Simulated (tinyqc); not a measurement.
RKS/BLYP in the sto-6g basis, for H2F+, spin multiplicity 1, step by step (part 2 of 2). Computed by tinyqc, a small Python program that keeps every step (integrals from PySCF). Command: `OMP_NUM_THREADS=1 python tinyqc.py 31656 31657 out.jsonl` (the two numbers bound the seeds that draw the settings). One thread of a shared host (Intel(R) Xeon(R) Processor @ 2.60GHz), about 0.8 s of CPU time with the checks.

Geometry (angstrom):
```
atom         x          y         z
F     0.000000   0.000000  0.000000
H     0.000000   0.753000  0.537000
H     0.000000  -0.753000  0.537000
```

## Iteration 2: building the Kohn-Sham matrix

D after iteration 1:
```
            1F 1s      1F 2s    1F 2px     1F 2py     1F 2pz      2H 1s      3H 1s
1F 1s    1.492108  -0.423408  0.000000   0.000000   0.012488   0.062808   0.062808
1F 2s   -0.423408   2.005278  0.000000   0.000000   0.027599  -0.433412  -0.433412
1F 2px   0.000000   0.000000  2.000000   0.000000   0.000000   0.000000   0.000000
1F 2py   0.000000   0.000000  0.000000   2.317462   0.000000  -0.447811   0.447811
1F 2pz   0.012488   0.027599  0.000000   0.000000   2.039576  -0.221131  -0.221131
2H 1s    0.062808  -0.433412  0.000000  -0.447811  -0.221131   0.925517  -0.129423
3H 1s    0.062808  -0.433412  0.000000   0.447811  -0.221131  -0.129423   0.925517
```

core Hamiltonian H = T + V (hartree):
```
             1F 1s       1F 2s     1F 2px     1F 2py     1F 2pz      2H 1s      3H 1s
1F 1s   -41.569054   -9.275092   0.000000   0.000000  -0.018180  -1.996665  -1.996665
1F 2s    -9.275092  -11.528688   0.000000   0.000000  -0.206099  -4.247834  -4.247834
1F 2px    0.000000    0.000000  -9.282281   0.000000   0.000000   0.000000   0.000000
1F 2py    0.000000    0.000000   0.000000  -9.435125   0.000000  -2.201821   2.201821
1F 2pz   -0.018180   -0.206099   0.000000   0.000000  -9.360014  -1.636714  -1.636714
2H 1s    -1.996665   -4.247834   0.000000  -2.201821  -1.636714  -5.756766  -1.841267
3H 1s    -1.996665   -4.247834   0.000000   2.201821  -1.636714  -1.841267  -5.756766
```

nuclear repulsion = 10.65036842 hartree

V_xc (hartree):
```
            1F 1s      1F 2s     1F 2px     1F 2py     1F 2pz      2H 1s      3H 1s
1F 1s   -3.230031  -0.415250   0.000000   0.000000   0.000784  -0.097544  -0.097544
1F 2s   -0.415250  -0.925060   0.000000   0.000000   0.008344  -0.314739  -0.314739
1F 2px   0.000000   0.000000  -0.921637   0.000000   0.000000   0.000000   0.000000
1F 2py   0.000000   0.000000   0.000000  -0.931605   0.000000  -0.176177   0.176177
1F 2pz   0.000784   0.008344   0.000000   0.000000  -0.921777  -0.123056  -0.123056
2H 1s   -0.097544  -0.314739   0.000000  -0.176177  -0.123056  -0.461681  -0.124515
3H 1s   -0.097544  -0.314739   0.000000   0.176177  -0.123056  -0.124515  -0.461681
```

E_xc = sum of w rho eps_xc = -9.40972106 hartree

Given earlier and not repeated: Two-electron integrals (ij|kl) in chemists' order.

J_ij = sum D_kl (ij|kl); F = H + J + V_xc; E = tr D H + tr D J / 2 + E_xc + E_nn.

Coulomb J (hartree):
```
            1F 1s      1F 2s    1F 2px     1F 2py     1F 2pz     2H 1s      3H 1s
1F 1s   17.759311   3.347415  0.000000   0.000000  -0.005144  0.731992   0.731992
1F 2s    3.347415   9.269726  0.000000   0.000000  -0.003928  3.398959   3.398959
1F 2px   0.000000   0.000000  9.252768   0.000000   0.000000  0.000000   0.000000
1F 2py   0.000000   0.000000  0.000000   9.292704   0.000000  1.947425  -1.947425
1F 2pz  -0.005144  -0.003928  0.000000   0.000000   9.263696  1.388929   1.388929
2H 1s    0.731992   3.398959  0.000000   1.947425   1.388929  5.264204   1.507296
3H 1s    0.731992   3.398959  0.000000  -1.947425   1.388929  1.507296   5.264204
```

Kohn-Sham matrix F (hartree):
```
             1F 1s      1F 2s     1F 2px     1F 2py     1F 2pz      2H 1s      3H 1s
1F 1s   -27.039774  -6.342928   0.000000   0.000000  -0.022541  -1.362217  -1.362217
1F 2s    -6.342928  -3.184022   0.000000   0.000000  -0.201683  -1.163614  -1.163614
1F 2px    0.000000   0.000000  -0.951149   0.000000   0.000000   0.000000   0.000000
1F 2py    0.000000   0.000000   0.000000  -1.074026   0.000000  -0.430573   0.430573
1F 2pz   -0.022541  -0.201683   0.000000   0.000000  -1.018095  -0.370842  -0.370842
2H 1s    -1.362217  -1.163614   0.000000  -0.430573  -0.370842  -0.954243  -0.458487
3H 1s    -1.362217  -1.163614   0.000000   0.430573  -0.370842  -0.458487  -0.954243
```

total energy of this density = -83.44836065 hartree

This density is a damped mixture and is not idempotent.

## Iteration 2: diagonalisation and new density

X:
```
                1          2          3         4          5          6         7
1F 1s   -0.325503   0.000000   0.743865  0.000000  -0.617418   0.000000  0.158531
1F 2s    1.131594   0.000000  -0.249451  0.000000  -0.277454   0.000000  0.432284
1F 2px   0.000000   0.000000   0.000000  1.000000   0.000000   0.000000  0.000000
1F 2py   0.000000   0.873940   0.000000  0.000000   0.000000   0.711089  0.000000
1F 2pz   0.451820   0.000000   0.663913  0.000000   0.654936   0.000000  0.175242
2H 1s   -0.677229  -0.846678  -0.165704  0.000000   0.135050   0.366993  0.381514
3H 1s   -0.677229   0.846678  -0.165704  0.000000   0.135050  -0.366993  0.381514
```

overlap S:
```
           1F 1s     1F 2s    1F 2px     1F 2py    1F 2pz     2H 1s      3H 1s
1F 1s   1.000000  0.232479  0.000000   0.000000  0.000000  0.049733   0.049733
1F 2s   0.232479  1.000000  0.000000   0.000000  0.000000  0.446455   0.446455
1F 2px  0.000000  0.000000  1.000000   0.000000  0.000000  0.000000   0.000000
1F 2py  0.000000  0.000000  0.000000   1.000000  0.000000  0.281242  -0.281242
1F 2pz  0.000000  0.000000  0.000000   0.000000  1.000000  0.200567   0.200567
2H 1s   0.049733  0.446455  0.000000   0.281242  0.200567  1.000000   0.254640
3H 1s   0.049733  0.446455  0.000000  -0.281242  0.200567  0.254640   1.000000
```

Diagonalise F' = X^T F X, C = X C', fill 5 alpha and 5 beta electrons from the bottom; D = 2 C_occ C_occ^T; the new density keeps 0.3 of the old one (damping). Each column has its largest component positive (the first on a tie).

F' = X^T F X (hartree):
```
           1          2           3          4           5          6          7
1  -1.153034   0.000000    2.495525   0.000000   -2.260391   0.000000   0.429725
2   0.000000  -0.256688    0.000000   0.000000    0.000000  -0.117095   0.000000
3   2.495525   0.000000  -12.645587   0.000000   11.652405   0.000000  -5.108095
4   0.000000   0.000000    0.000000  -0.951149    0.000000   0.000000   0.000000
5  -2.260391   0.000000   11.652405   0.000000  -12.625127   0.000000   5.181857
6   0.000000  -0.117095    0.000000   0.000000    0.000000  -1.126077   0.000000
7   0.429725   0.000000   -5.108095   0.000000    5.181857   0.000000  -3.814608
```

orbital energies (hartree): MO1 -27.039946, MO2 -1.845759, MO3 -1.141572, MO4 -0.987853, MO5 -0.951149, MO6 -0.364798, MO7 -0.241193

coefficients C:
```
              MO1        MO2        MO3        MO4       MO5        MO6        MO7
1F 1s    0.999370  -0.229593   0.000000   0.075297  0.000000   0.092200   0.000000
1F 2s    0.002966   0.960730   0.000000  -0.384920  0.000000  -0.731715   0.000000
1F 2px   0.000000   0.000000   0.000000   0.000000  1.000000   0.000000   0.000000
1F 2py   0.000000   0.000000   0.819592   0.000000  0.000000   0.000000  -0.773103
1F 2pz   0.001135   0.227914   0.000000   0.896056  0.000000  -0.499709   0.000000
2H 1s   -0.000636   0.038424   0.252750   0.141382  0.000000   0.792731   0.887505
3H 1s   -0.000636   0.038424  -0.252750   0.141382  0.000000   0.792731  -0.887505
```

D after iteration 2:
```
            1F 1s      1F 2s    1F 2px     1F 2py     1F 2pz      2H 1s      3H 1s
1F 1s    1.927605  -0.472256  0.000000   0.000000   0.026535   0.020507   0.020507
1F 2s   -0.472256   2.101227  0.000000   0.000000  -0.168040  -0.154534  -0.154534
1F 2px   0.000000   0.000000  2.000000   0.000000   0.000000   0.000000   0.000000
1F 2py   0.000000   0.000000  0.000000   1.635662   0.000000   0.155669  -0.155669
1F 2pz   0.026535  -0.168040  0.000000   0.000000   1.808681   0.123281   0.123281
2H 1s    0.020507  -0.154534  0.000000   0.155669   0.123281   0.397142  -0.098210
3H 1s    0.020507  -0.154534  0.000000  -0.155669   0.123281  -0.098210   0.397142
```

## Iteration 25 (converged): orbitals

converged F (hartree):
```
             1F 1s      1F 2s     1F 2px     1F 2py     1F 2pz      2H 1s      3H 1s
1F 1s   -25.012518  -6.102314   0.000000   0.000000  -0.022169  -1.305273  -1.305273
1F 2s    -6.102314  -2.966120   0.000000   0.000000  -0.179627  -1.103663  -1.103663
1F 2px    0.000000   0.000000  -0.720661   0.000000   0.000000   0.000000   0.000000
1F 2py    0.000000   0.000000   0.000000  -0.870956   0.000000  -0.407992   0.407992
1F 2pz   -0.022169  -0.179627   0.000000   0.000000  -0.798027  -0.344706  -0.344706
2H 1s    -1.305273  -1.103663   0.000000  -0.407992  -0.344706  -0.899758  -0.437844
3H 1s    -1.305273  -1.103663   0.000000   0.407992  -0.344706  -0.437844  -0.899758
```

Diagonalise F' = X^T F X, C = X C', fill 5 alpha and 5 beta electrons from the bottom; D = 2 C_occ C_occ^T. Each column has its largest component positive (the first on a tie).

F' = X^T F X (hartree):
```
           1          2           3          4           5          6          7
1  -0.865743   0.000000    2.181360   0.000000   -1.939514   0.000000   0.421401
2   0.000000  -0.119902    0.000000   0.000000    0.000000  -0.024634   0.000000
3   2.181360   0.000000  -11.535047   0.000000   10.832086   0.000000  -4.782060
4   0.000000   0.000000    0.000000  -0.720661    0.000000   0.000000   0.000000
5  -1.939514   0.000000   10.832086   0.000000  -11.683027   0.000000   4.904879
6   0.000000  -0.024634    0.000000   0.000000    0.000000  -0.990707   0.000000
7   0.421401   0.000000   -4.782060   0.000000    4.904879   0.000000  -3.597655
```

orbital energies (hartree): MO1 -25.016846, MO2 -1.619164, MO3 -0.991403, MO4 -0.794377, MO5 -0.720661, MO6 -0.251086, MO7 -0.119205

coefficients C:
```
              MO1        MO2        MO3        MO4       MO5        MO6        MO7
1F 1s    0.996454  -0.231791   0.000000   0.088518  0.000000   0.105547   0.000000
1F 2s    0.016529   0.906116   0.000000  -0.453621  0.000000  -0.761242   0.000000
1F 2px   0.000000   0.000000   0.000000   0.000000  1.000000   0.000000   0.000000
1F 2py   0.000000   0.000000   0.735499   0.000000  0.000000   0.000000  -0.853499
1F 2pz   0.002542   0.196517   0.000000   0.849326  0.000000  -0.587020   0.000000
2H 1s   -0.003905   0.093772   0.342923   0.206118  0.000000   0.773689   0.856710
3H 1s   -0.003905   0.093772  -0.342923   0.206118  0.000000   0.773689  -0.856710
```

D after iteration 25:
```
            1F 1s      1F 2s    1F 2px     1F 2py     1F 2pz      2H 1s      3H 1s
1F 1s    2.108968  -0.467426  0.000000   0.000000   0.064325  -0.014763  -0.014763
1F 2s   -0.467426   2.054181  0.000000   0.000000  -0.414326  -0.017191  -0.017191
1F 2px   0.000000   0.000000  2.000000   0.000000   0.000000   0.000000   0.000000
1F 2py   0.000000   0.000000  0.000000   1.081917   0.000000   0.504439  -0.504439
1F 2pz   0.064325  -0.414326  0.000000   0.000000   1.519959   0.386959   0.386959
2H 1s   -0.014763  -0.017191  0.000000   0.504439   0.386959   0.337779  -0.132606
3H 1s   -0.014763  -0.017191  0.000000  -0.504439   0.386959  -0.132606   0.337779
```

## Convergence

Stop when the energy changes by less than 1e-10 hartree and every element of the error matrix X^T (F D S - S D F) X is below 3e-06.

Course of the cycle:
```
iteration    E (hartree)     change  largest element of the error matrix
1           -38.35538051          -                             2.57e-01
2           -83.44836065  -4.51e+01                             4.48e-01
3           -95.19783554  -1.17e+01                             3.17e-01
4           -98.64761279  -3.45e+00                             5.88e-02
5           -99.67647241  -1.03e+00                             3.37e-02
6           -99.98465520  -3.08e-01                             1.17e-02
7          -100.07707379  -9.24e-02                             4.61e-03
8          -100.10479678  -2.77e-02                             1.63e-03
9          -100.11311352  -8.32e-03                             5.60e-04
10         -100.11560854  -2.50e-03                             1.97e-04
11         -100.11635704  -7.49e-04                             6.39e-05
12         -100.11658159  -2.25e-04                             2.21e-05
13         -100.11664896  -6.74e-05                             7.00e-06
14         -100.11666917  -2.02e-05                             2.38e-06
15         -100.11667523  -6.06e-06                             7.48e-07
16         -100.11667705  -1.82e-06                             2.48e-07
17         -100.11667760  -5.46e-07                             7.84e-08
18         -100.11667776  -1.64e-07                             2.54e-08
19         -100.11667781  -4.91e-08                             8.12e-09
20         -100.11667782  -1.47e-08                             2.56e-09
21         -100.11667783  -4.42e-09                             8.33e-10
22         -100.11667783  -1.33e-09                             2.55e-10
23         -100.11667783  -3.98e-10                             8.51e-11
24         -100.11667783  -1.19e-10                             2.51e-11
25         -100.11667783  -3.58e-11                             8.65e-12
```

PySCF RKS in the same basis, fine grid = -100.11666164 hartree

Converged in 25 iterations. The coarse grid moves the energy by -1.62e-05 hartree.

## Populations, bond orders and dipole

Mulliken: Z minus the diagonal of D S on the atom; Loewdin: the same with S^(1/2) D S^(1/2); Mayer order: 2 sum_s sum (D(s) S)_ij (D(s) S)_ji over the two atoms.

Charges (e):
```
atom  Mulliken   Loewdin
1F    0.030166  0.216489
2H    0.484917  0.391755
3H    0.484917  0.391755
```

Mayer bond orders:
```
pair     order
2-1   0.750632
3-1   0.750632
3-2   0.014223
```

dipole moment about the origin, x y z (debye): 0.000000  0.000000  2.834228
